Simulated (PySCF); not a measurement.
Atoms are numbered as in `[CH:1]1=[CH:2][CH2:3]1` (H(Xn): hydrogen on atom n).

PySCF calculation with PBE0/pcSseg-1 with gauge-including orbitals, B3LYP/pcJ-1 coupling constants and coordinates at the PBE0-D3(BJ)/def2-SVP level; averaged over atoms made equivalent by symmetry, fast rotation or ring inversion, no solvent model, relativity neglected, single conformer.

Q: Predict the 2D correlation tables (HSQC, COSY, HMBC).

A: 

HSQC (one-bond C–H):
```tsv
δH	δC	1J(C,H) (Hz)
7.29 (H(C1)/H(C2))	118.5 (C1/C2)	242
1.16 (H(C3))	5.8 (C3)	175
```

COSY cross peaks (|J| ≥ 2 Hz):
```tsv
δH	δH	abs. J (Hz)	bonds
7.29 (H(C1)/H(C2))	1.16 (H(C3))	2.3	3
```

HMBC (two and three bonds, |J| ≥ 2.5 Hz):
```tsv
δH	δC [abs. J in Hz]
7.29 (H(C1)/H(C2))	118.5 (C1/C2) [2.8], 5.8 (C3) [3.3]
```

References, each an isolated molecule treated in the same way: TMS for 1H (σ = 31.27 ppm) and 13C (σ = 184.41 ppm).

Unscaled 3J(H,H) at this level run about 10 % above measured values. Shifts are as computed. Against solution values, carbons near 30 ppm lie about +2 ppm off and those near 130 ppm about +5 ppm. Of 1211 compounds with measured shifts, 218 miss one by over three times the rms of a fit or turn the order of signals round; such compounds aren't used in these exercises.
